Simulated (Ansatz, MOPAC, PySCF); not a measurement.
Reaction (SMILES): CN[SiH3] → [NH][SiH3] (SiNH4) + [CH3] (CH3) (the C-N bond breaks)

Quantity: bond dissociation energy (enthalpy at 298 K), in kcal/mol. Conventions: open shells spin-unrestricted; spin-orbit terms left out; non-relativistic; frozen cores in correlated levels; 6-31G* and kin with 6d, 5d where marked; PM7 with its own dispersion and hydrogen-bond terms; dispersion terms only where a functional's name holds one; LANL2DZ with its own core potentials from Na on. Basis-set limits of correlation are two-point, X^-3; Hartree-Fock from the larger set. The bracket is a focal-point correction in the basis named. Ab initio and DFT rows: single points at B3LYP-D3(BJ) geometries (Ansatz, a quantum-chemistry and plane-wave program), with unscaled harmonic terms from B3LYP/6-31G* (Ansatz) at its own minima. Semi-empirical rows: MOPAC heats of formation at their own minima for 298 K.

Coupled cluster (Ansatz) is a level with limits of its own, used here on species with T1 under 0.025 (0.045 for open shells) and stable references: RI-MP2/CBS(aug-cc-pV(T+d)Z,aug-cc-pV(Q+d)Z)+[CCSD(T)-MP2]/aug-cc-pV(T+d)Z.

Value to compare with, RI-MP2/CBS(aug-cc-pV(T+d)Z,aug-cc-pV(Q+d)Z)+[CCSD(T)-MP2]/aug-cc-pV(T+d)Z (Ansatz): 88.8 kcal/mol.

```
level                           program  bond dissociation energy (enthalpy at 298 K) (kcal/mol)  difference
-----------------------  --------------  -------------------------------------------------------  ----------
AM1                               MOPAC                                                     81.2        -7.6
PM6                               MOPAC                                                     80.0        -8.8
PM7                               MOPAC                                                     70.4       -18.4
HF/STO-3G                        Ansatz                                                     68.1       -20.7
PBE/LANL2DZ                      Ansatz                                                     88.5        -0.3
BP86/6-31G* (5d)                  PySCF                                                     87.4        -1.4
B3LYP/STO-3G                     Ansatz                                                     98.0         9.2
B3LYP/6-31G*                     Ansatz                                                     84.3        -4.5
M06-2X/6-31G* (5d)                PySCF                                                     93.2         4.4
MP2/3-21G                        Ansatz                                                     85.9        -2.9
PBE/def2-TZVPD                   Ansatz                                                     86.2        -2.6
B3LYP-D3(BJ)/def2-TZVPD  Ansatz + dftd3                                                     83.7        -5.1
```

Among the 10 habitual levels, HF/STO-3G lies farthest from RI-MP2/CBS(aug-cc-pV(T+d)Z,aug-cc-pV(Q+d)Z)+[CCSD(T)-MP2]/aug-cc-pV(T+d)Z (Ansatz) (-20.7 kcal/mol) and PBE/LANL2DZ nearest (-0.3); 2 of 10 lie above it, and their mean absolute difference is 7.8 kcal/mol, the median 6.0. One case shows no general order.

The levels are drawn from those run, B3LYP/6-31G* more often than the rest, none by its result; left out are runs that failed, that the program found above a lower state of the same kind, or whose <S^2> lies over 0.5 above the pure value.
